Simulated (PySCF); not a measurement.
# C6H6FI, a complex of two parts: interaction energy, part 3 of 3

PySCF 2.14.0. Atoms count from 0, parts from 1. Earlier steps stand in the parts before.

## 9. Interaction energy: 1.75 Å

Job settings and geometry (Å):

```
{"job": {"kind": "inter", "xc": "r2SCAN", "basis": "def2-SVP", "disp": "d4"}, "charge": 0, "multiplicity": 1, "parts": [{"atoms": "0-11", "charge": 0, "multiplicity": 1}, {"atoms": "12-13", "charge": 0, "multiplicity": 1}]}
I      3.456638    -0.164620    -0.228022
C      1.347624    -0.083234    -0.059318
C      0.722566     1.146334     0.047402
C     -0.660213     1.195770     0.147489
C     -1.406470     0.022469     0.134656
C     -0.763585    -1.201849     0.030977
C      0.616226    -1.259065    -0.065032
H      1.300122     2.057642     0.051629
H     -1.152172     2.155592     0.215544
H     -2.483755     0.063815     0.198764
H     -1.337279    -2.115618     0.021534
H      1.116247    -2.211442    -0.147887
F     -0.995871     0.799018     2.764387
H     -0.943945     0.790867     1.821841
```

Level: r2SCAN-D4/def2-SVP interaction energy, counterpoise and uncorrected, gas phase.

The program printed:

```text
part 1, own basis, geometry of the cluster: E = -529.1518379983 (as before)

part 2, own basis, geometry of the cluster: E = -100.3090561757 (as before)

part 1, own basis, relaxed alone: E = -529.1515612387 (as before)

part 2, own basis, relaxed alone: E = -100.3094167541 (as before)

cluster
final grid: 125128 points
cycle   1  E = -629.4563474484  dE = -1.911e-02  |g| = 1.549e-01  |ddm| = 1.577e+00
cycle   2  E = -629.4355356194  dE =  2.081e-02  |g| = 3.057e-01  |ddm| = 6.851e-01
cycle   3  E = -629.4623591061  dE = -2.682e-02  |g| = 5.136e-02  |ddm| = 4.345e-01
cycle   4  E = -629.4630475156  dE = -6.884e-04  |g| = 1.543e-02  |ddm| = 8.066e-02
cycle   5  E = -629.4631079008  dE = -6.039e-05  |g| = 4.268e-03  |ddm| = 2.196e-02
cycle   6  E = -629.4631106476  dE = -2.747e-06  |g| = 2.877e-03  |ddm| = 8.077e-03
cycle   7  E = -629.4631130487  dE = -2.401e-06  |g| = 5.126e-04  |ddm| = 3.961e-03
cycle   8  E = -629.4631131199  dE = -7.120e-08  |g| = 1.663e-04  |ddm| = 8.861e-04
cycle   9  E = -629.4631131265  dE = -6.654e-09  |g| = 3.602e-05  |ddm| = 2.180e-04
cycle  10  E = -629.4631131268  dE = -3.135e-10  |g| = 1.223e-05  |ddm| = 6.872e-05
converged SCF energy = -629.4631131268

part 1 in the basis of the cluster
final grid: 125128 points
cycle   1  E = -529.1524918578  dE = -6.475e-04  |g| = 1.968e-03  |ddm| = 1.790e-01
cycle   2  E = -529.1524925711  dE = -7.134e-07  |g| = 6.664e-04  |ddm| = 6.886e-03
cycle   3  E = -529.1524925362  dE =  3.488e-08  |g| = 7.192e-04  |ddm| = 2.052e-03
cycle   4  E = -529.1524926515  dE = -1.153e-07  |g| = 3.570e-04  |ddm| = 1.199e-03
cycle   5  E = -529.1524926893  dE = -3.773e-08  |g| = 6.199e-05  |ddm| = 4.738e-04
cycle   6  E = -529.1524926903  dE = -9.954e-10  |g| = 1.927e-05  |ddm| = 9.001e-05
converged SCF energy = -529.1524926903

part 2 in the basis of the cluster
final grid: 125128 points
cycle   1  E = -100.3141941148  dE = -5.140e-03  |g| = 2.417e-02  |ddm| = 8.440e-01
cycle   2  E = -100.3141508262  dE =  4.329e-05  |g| = 3.057e-02  |ddm| = 4.189e-02
cycle   3  E = -100.3142970157  dE = -1.462e-04  |g| = 2.427e-03  |ddm| = 2.973e-02
cycle   4  E = -100.3142979117  dE = -8.960e-07  |g| = 2.661e-04  |ddm| = 1.436e-03
cycle   5  E = -100.3142979227  dE = -1.097e-08  |g| = 1.885e-05  |ddm| = 2.011e-04
cycle   6  E = -100.3142979228  dE = -6.565e-11  |g| = 6.970e-07  |ddm| = 3.090e-05
converged SCF energy = -100.3142979228

Interaction energy (kcal/mol)
  counterpoise        1.895
  uncorrected        -1.802
  dispersion part    -0.412
  deformation         0.053
  binding             1.949

Decomposition of the uncorrected value (kcal/mol)
  electrostatic      -7.528
  Pauli              22.378
  orbital           -16.240
  dispersion         -0.412

Charge of each part in the cluster: 0.043 -0.043
```

Wall time 24 s (1 thread of Intel Xeon 6975P-C, shared host); peak memory 0.5 GiB.

Counterpoise interaction energy: 1.90 kcal/mol.

## 10. Counterpoise and decomposition: 1.64 Å

Same as in step 9 but for these lines:

```diff
@@ -13,3 +13,3 @@
 H      1.116247    -2.211442    -0.147887
-F     -0.995871     0.799018     2.764387
-H     -0.943945     0.790867     1.821841
+F     -0.979181     0.822835     2.665896
+H     -0.927255     0.814685     1.723349
```

Method: r2SCAN-D4/def2-SVP interaction energy, counterpoise and uncorrected, gas phase.

The program printed:

```text
part 1, own basis, geometry of the cluster: E = -529.1518379983 (as before)

part 2, own basis, geometry of the cluster: E = -100.3090561757 (as before)

part 1, own basis, relaxed alone: E = -529.1515612387 (as before)

part 2, own basis, relaxed alone: E = -100.3094167541 (as before)

cluster
final grid: 125128 points
cycle   1  E = -629.4495252464  dE = -2.377e-02  |g| = 1.839e-01  |ddm| = 1.673e+00
cycle   2  E = -629.4213504355  dE =  2.817e-02  |g| = 3.583e-01  |ddm| = 7.947e-01
cycle   3  E = -629.4576450392  dE = -3.629e-02  |g| = 6.167e-02  |ddm| = 5.087e-01
cycle   4  E = -629.4586425213  dE = -9.975e-04  |g| = 1.828e-02  |ddm| = 9.553e-02
cycle   5  E = -629.4587253429  dE = -8.282e-05  |g| = 5.443e-03  |ddm| = 2.634e-02
cycle   6  E = -629.4587300542  dE = -4.711e-06  |g| = 3.550e-03  |ddm| = 1.010e-02
cycle   7  E = -629.4587337050  dE = -3.651e-06  |g| = 6.025e-04  |ddm| = 4.844e-03
cycle   8  E = -629.4587338033  dE = -9.828e-08  |g| = 1.971e-04  |ddm| = 1.045e-03
cycle   9  E = -629.4587338128  dE = -9.481e-09  |g| = 4.074e-05  |ddm| = 2.553e-04
cycle  10  E = -629.4587338132  dE = -4.034e-10  |g| = 1.388e-05  |ddm| = 7.855e-05
converged SCF energy = -629.4587338132

part 1 in the basis of the cluster
final grid: 125128 points
cycle   1  E = -529.1525492941  dE = -7.066e-04  |g| = 2.079e-03  |ddm| = 2.070e-01
cycle   2  E = -529.1525501340  dE = -8.399e-07  |g| = 8.314e-04  |ddm| = 8.470e-03
cycle   3  E = -529.1525500632  dE =  7.080e-08  |g| = 9.298e-04  |ddm| = 2.503e-03
cycle   4  E = -529.1525502776  dE = -2.144e-07  |g| = 3.939e-04  |ddm| = 1.467e-03
cycle   5  E = -529.1525503224  dE = -4.480e-08  |g| = 8.595e-05  |ddm| = 5.427e-04
cycle   6  E = -529.1525503244  dE = -1.970e-09  |g| = 2.361e-05  |ddm| = 1.213e-04
cycle   7  E = -529.1525503245  dE = -1.384e-10  |g| = 1.053e-05  |ddm| = 4.030e-05
converged SCF energy = -529.1525503245

part 2 in the basis of the cluster
final grid: 125128 points
cycle   1  E = -100.3149066953  dE = -5.853e-03  |g| = 2.771e-02  |ddm| = 8.674e-01
cycle   2  E = -100.3148354936  dE =  7.120e-05  |g| = 3.594e-02  |ddm| = 4.886e-02
cycle   3  E = -100.3150379466  dE = -2.025e-04  |g| = 2.470e-03  |ddm| = 3.474e-02
cycle   4  E = -100.3150388659  dE = -9.193e-07  |g| = 3.053e-04  |ddm| = 1.558e-03
cycle   5  E = -100.3150388804  dE = -1.450e-08  |g| = 1.803e-05  |ddm| = 2.465e-04
cycle   6  E = -100.3150388804  dE = -6.060e-11  |g| = 9.212e-07  |ddm| = 2.803e-05
converged SCF energy = -100.3150388804

Interaction energy (kcal/mol)
  counterpoise        5.137
  uncorrected         0.937
  dispersion part    -0.420
  deformation         0.053
  binding             5.190

Decomposition of the uncorrected value (kcal/mol)
  electrostatic      -9.250
  Pauli              31.300
  orbital           -20.693
  dispersion         -0.420

Charge of each part in the cluster: 0.047 -0.047
```

It took 24 s on 1 thread of Intel Xeon 6975P-C, shared host; peak memory 0.5 GiB.

Counterpoise interaction energy: 5.14 kcal/mol.

## 11. Interaction energy: 4.11 Å

Same as in step 10 but for these lines:

```diff
@@ -13,3 +13,3 @@
 H      1.116247    -2.211442    -0.147887
-F     -0.979181     0.822835     2.665896
-H     -0.927255     0.814685     1.723349
+F     -1.379743     0.251207     5.029687
+H     -1.327817     0.243057     4.087140
```

Level: r2SCAN-D4/def2-SVP interaction energy, counterpoise and uncorrected, gas phase.

The program printed:

```text
part 1, own basis, geometry of the cluster: E = -529.1518379983 (as before)

part 2, own basis, geometry of the cluster: E = -100.3090561757 (as before)

part 1, own basis, relaxed alone: E = -529.1515612387 (as before)

part 2, own basis, relaxed alone: E = -100.3094167541 (as before)

cluster
final grid: 125128 points
cycle   1  E = -629.4616960858  dE = -1.809e-04  |g| = 1.673e-02  |ddm| = 1.347e-01
cycle   2  E = -629.4614829661  dE =  2.131e-04  |g| = 3.074e-02  |ddm| = 7.167e-02
cycle   3  E = -629.4617810961  dE = -2.981e-04  |g| = 6.313e-03  |ddm| = 4.407e-02
cycle   4  E = -629.4617917870  dE = -1.069e-05  |g| = 1.834e-03  |ddm| = 9.351e-03
cycle   5  E = -629.4617927407  dE = -9.536e-07  |g| = 2.608e-04  |ddm| = 2.457e-03
cycle   6  E = -629.4617927561  dE = -1.544e-08  |g| = 1.163e-04  |ddm| = 4.442e-04
cycle   7  E = -629.4617927595  dE = -3.415e-09  |g| = 4.679e-05  |ddm| = 1.953e-04
cycle   8  E = -629.4617927601  dE = -6.162e-10  |g| = 1.576e-05  |ddm| = 7.292e-05
converged SCF energy = -629.4617927601

part 1 in the basis of the cluster
final grid: 125128 points
cycle   1  E = -529.1519296313  dE = -9.187e-05  |g| = 5.320e-04  |ddm| = 3.184e-02
cycle   2  E = -529.1519295804  dE =  5.094e-08  |g| = 7.826e-04  |ddm| = 1.874e-03
cycle   3  E = -529.1519297536  dE = -1.732e-07  |g| = 2.220e-04  |ddm| = 1.155e-03
cycle   4  E = -529.1519297644  dE = -1.078e-08  |g| = 1.245e-04  |ddm| = 4.000e-04
cycle   5  E = -529.1519297687  dE = -4.352e-09  |g| = 3.038e-05  |ddm| = 1.760e-04
cycle   6  E = -529.1519297690  dE = -2.474e-10  |g| = 7.032e-06  |ddm| = 4.359e-05
converged SCF energy = -529.1519297690

part 2 in the basis of the cluster
final grid: 125128 points
cycle   1  E = -100.3090661726  dE = -1.073e-05  |g| = 3.360e-04  |ddm| = 6.045e-02
cycle   2  E = -100.3090662255  dE = -5.289e-08  |g| = 3.178e-05  |ddm| = 3.447e-03
cycle   3  E = -100.3090662254  dE =  1.043e-10  |g| = 4.328e-05  |ddm| = 1.079e-04
cycle   4  E = -100.3090662257  dE = -2.902e-10  |g| = 5.662e-07  |ddm| = 2.286e-05
converged SCF energy = -100.3090662257

Interaction energy (kcal/mol)
  counterpoise       -0.613
  uncorrected        -0.677
  dispersion part    -0.113
  deformation         0.053
  binding            -0.559

Decomposition of the uncorrected value (kcal/mol)
  electrostatic      -0.389
  Pauli              -0.002
  orbital            -0.174
  dispersion         -0.113

Charge of each part in the cluster: 0.000 -0.000
```

It took 20 s on 1 thread of Intel Xeon 6975P-C, shared host; peak memory 0.5 GiB.

In short: -0.61 kcal/mol with counterpoise, basis-set superposition error 0.06.

## 12. Counterpoise and decomposition: 6.16 Å

Same as in step 11 but for these lines:

```diff
@@ -13,3 +13,3 @@
 H      1.116247    -2.211442    -0.147887
-F     -1.379743     0.251207     5.029687
-H     -1.327817     0.243057     4.087140
+F     -1.713545    -0.225149     6.999512
+H     -1.661619    -0.233300     6.056966
```

With the program's defaults for keys left out, this is: r2SCAN-D4/def2-SVP interaction energy, counterpoise and uncorrected, gas phase.

The program printed:

```text
part 1, own basis, geometry of the cluster: E = -529.1518379983 (as before)

part 2, own basis, geometry of the cluster: E = -100.3090561757 (as before)

part 1, own basis, relaxed alone: E = -529.1515612387 (as before)

part 2, own basis, relaxed alone: E = -100.3094167541 (as before)

cluster
final grid: 125128 points
cycle   1  E = -629.4610266412  dE = -1.032e-06  |g| = 5.730e-03  |ddm| = 3.385e-02
cycle   2  E = -629.4610073234  dE =  1.932e-05  |g| = 9.604e-03  |ddm| = 2.467e-02
cycle   3  E = -629.4610370416  dE = -2.972e-05  |g| = 2.075e-03  |ddm| = 1.459e-02
cycle   4  E = -629.4610381683  dE = -1.127e-06  |g| = 6.586e-04  |ddm| = 3.049e-03
cycle   5  E = -629.4610382933  dE = -1.250e-07  |g| = 8.330e-05  |ddm| = 8.606e-04
cycle   6  E = -629.4610382951  dE = -1.809e-09  |g| = 2.577e-05  |ddm| = 1.282e-04
cycle   7  E = -629.4610382953  dE = -1.737e-10  |g| = 7.253e-06  |ddm| = 4.077e-05
converged SCF energy = -629.4610382953

part 1 in the basis of the cluster
final grid: 125128 points
cycle   1  E = -529.1518382851  dE = -3.469e-07  |g| = 1.991e-05  |ddm| = 2.087e-03
cycle   2  E = -529.1518382845  dE =  6.073e-10  |g| = 4.845e-05  |ddm| = 8.147e-05
cycle   3  E = -529.1518382852  dE = -7.288e-10  |g| = 1.720e-06  |ddm| = 5.794e-05
converged SCF energy = -529.1518382852

part 2 in the basis of the cluster
final grid: 125128 points
cycle   1  E = -100.3090560331  dE = -4.258e-09  |g| = 2.135e-06  |ddm| = 6.441e-04
cycle   2  E = -100.3090560331  dE =  7.248e-13  |g| = 2.909e-06  |ddm| = 2.863e-06
converged SCF energy = -100.3090560331

Interaction energy (kcal/mol)
  counterpoise       -0.097
  uncorrected        -0.097
  dispersion part    -0.006
  deformation         0.053
  binding            -0.043

Decomposition of the uncorrected value (kcal/mol)
  electrostatic      -0.083
  Pauli              -0.000
  orbital            -0.008
  dispersion         -0.006

Charge of each part in the cluster: -0.000 0.000
```

Wall time 15 s (1 thread of Intel Xeon 6975P-C, shared host); peak memory 0.5 GiB.

In short: -0.10 kcal/mol with counterpoise, basis-set superposition error 0.00.

## 13. Energy against distance

Energies in kcal/mol, with wall time:

```tsv
distance	counterpoise	BSSE	electrostatic	Pauli	orbital	dispersion	time
1.64 Å	5.14	4.20	-9.25	31.30	-20.69	-0.42	24 s
1.75 Å	1.90	3.70	-7.53	22.38	-16.24	-0.41	24 s
1.85 Å	-0.26	3.23	-6.17	15.88	-12.79	-0.40	24 s
1.95 Å	-1.64	2.80	-5.09	11.18	-10.13	-0.39	24 s
2.05 Å	-2.47	2.41	-4.24	7.80	-8.06	-0.38	54 s
2.16 Å	-2.92	2.05	-3.55	5.40	-6.45	-0.37	24 s
2.26 Å	-3.13	1.72	-3.00	3.70	-5.20	-0.36	24 s
2.57 Å	-2.93	0.97	-1.88	1.11	-2.81	-0.32	22 s
3.08 Å	-1.89	0.32	-1.00	0.10	-1.06	-0.24	23 s
4.11 Å	-0.61	0.06	-0.39	0.00	-0.17	-0.11	20 s
6.16 Å	-0.10	0.00	-0.08	–	-0.01	-0.01	15 s
```

## 14. What came out

The summary covers parts 1 to 3.

```
                quantity                     value
lowest point of the scan  -3.13 kcal/mol at 2.26 Å
```

**Reading.** At the lowest point the superposition error is 55 % of the corrected value, so the basis is small for the task and these values are rough. Along the rigid scan the energy is lowest at C3···H13 = 2.26 Å (-3.13 kcal/mol), and -0.10 remains at 6.16 Å. Outside the core-level steps, atoms from Rb on carry core potentials, lighter ones are non-relativistic, and spin-orbit coupling is left out.
